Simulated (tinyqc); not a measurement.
CCSD on RHF in the sto-3g basis, for HF, spin multiplicity 1, step by step. One step of it, computed by the program tinyqc.

Task: CCSD: starting amplitudes. t_ij^ab = <ij||ab> / (e_i + e_j - e_a - e_b), whose energy is MP2.

orbital energies (hartree): MO1 -25.896695, MO2 -1.484540, MO3 -0.596501, MO4 -0.465684, MO5 -0.465684, MO6 0.670789

Two-electron integrals over orbitals (pq|rs), unique and non-zero (hartree):
```
(11|11) 5.361785    (21|11) -0.499389   (21|21) 0.073754    (22|11) 1.192273
(22|21) -0.018676   (22|22) 0.857812    (31|11) 0.174868    (31|21) -0.023269
(31|22) 0.015347    (31|31) 0.024973    (32|11) -0.143843   (32|21) 0.009546
(32|22) -0.007155   (32|31) 0.021013    (32|32) 0.158578    (33|11) 1.034055
(33|21) -0.012122   (33|22) 0.765399    (33|31) -0.006624   (33|32) -0.059202
(33|33) 0.794081    (41|41) 0.029627    (42|41) 0.038722    (42|42) 0.178206
(43|41) -0.012548   (43|42) -0.045918   (43|43) 0.051940    (44|11) 1.264000
(44|21) -0.014237   (44|22) 0.874599    (44|31) 0.005062    (44|32) -0.076565
(44|33) 0.773359    (44|44) 0.997514    (51|51) 0.029627    (52|51) 0.038722
(52|52) 0.178206    (53|51) -0.012548   (53|52) -0.045918   (53|53) 0.051940
(54|54) 0.053770    (55|11) 1.264000    (55|21) -0.014237   (55|22) 0.874599
(55|31) 0.005062    (55|32) -0.076565   (55|33) 0.773359    (55|44) 0.889973
(55|55) 0.997514    (61|11) 0.182063    (61|21) -0.029599   (61|22) -0.000851
(61|31) -0.007285   (61|32) -0.025287   (61|33) 0.014565    (61|44) 0.004913
(61|55) 0.004913    (61|61) 0.027589    (62|11) -0.266191   (62|21) 0.005562
(62|22) -0.137458   (62|31) -0.020317   (62|32) -0.037202   (62|33) -0.045190
(62|44) -0.136937   (62|55) -0.136937   (62|61) 0.014574    (62|62) 0.099632
(63|11) -0.338296   (63|21) 0.006043    (63|22) -0.147388   (63|31) 0.002435
(63|32) 0.092994    (63|33) -0.131166   (63|44) -0.183170   (63|55) -0.183170
(63|61) -0.006614   (63|62) 0.060323    (63|63) 0.161805    (64|41) -0.011635
(64|42) -0.045373   (64|43) -0.012040   (64|64) 0.032194    (65|51) -0.011635
(65|52) -0.045373   (65|53) -0.012040   (65|65) 0.032194    (66|11) 0.896502
(66|21) -0.008771   (66|22) 0.692674    (66|31) 0.017398    (66|32) 0.076244
(66|33) 0.669343    (66|44) 0.656050    (66|55) 0.656050    (66|61) -0.010097
(66|62) -0.069002   (66|63) -0.011770   (66|66) 0.718660
```

Give: Starting amplitudes; correlation energy.

Result:

Starting amplitudes (spin orbitals 1a, 1b, ...; amplitudes related by a flip of all spins are not repeated):
```
from      to          t
3a 3b  6a 6b     -0.064
2a 2b  6a 6b     -0.023
2a 3b  6a 6b     -0.018
5a 5b  6a 6b     -0.014
4a 4b  6a 6b     -0.014
1a 1b  6a 6b  -5.19e-04
1a 2b  6a 6b  -5.07e-04
1a 3b  6a 6b   2.38e-04
```

correlation energy = -0.01570 hartree
